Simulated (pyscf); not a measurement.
This saddle point was located with ωB97X-D3(BJ)/def2-SVP in PySCF.

```
Si
F 1 1.6355
N 1 1.7074 2 129.07
H 3 1.0124 1 123.80 2 65.92
H 3 1.0146 4 114.06 1 163.75
H 1 1.5023 2 99.23 3 -108.63
N 1 1.8803 6 100.06 2 107.53
H 7 1.0212 1 117.77 6 58.41
H 7 1.0216 8 110.40 1 134.38
H 7 1.2438 8 121.77 9 140.20
H 10 1.1107 7 139.71 8 116.49
```
Charge 0, spin multiplicity 1.

Surface: singlet, charge 0. Lowest wavenumbers (cm⁻¹): 1436i, 160, 201, 229, 415.

### Question
Which two sides does it connect, and which bonds change?

### Answer
`[NH2][SiH2][F]` + `[NH3]` <-> `[NH2][SiH]([NH2])[F]` + `[H][H]`, a four-centre exchange read from left to right: H–Si, H–N broken and N–Si, H–H formed. At ωB97M-D3(BJ)/def2-TZVP it lies +34.0 kcal/mol from the left side and +46.7 kcal/mol from the right (each side as separated species at their lowest minima found). At the saddle there is also a short H–Si contact that neither side keeps. This is the saddle that the search found; another between the same sides may lie lower.
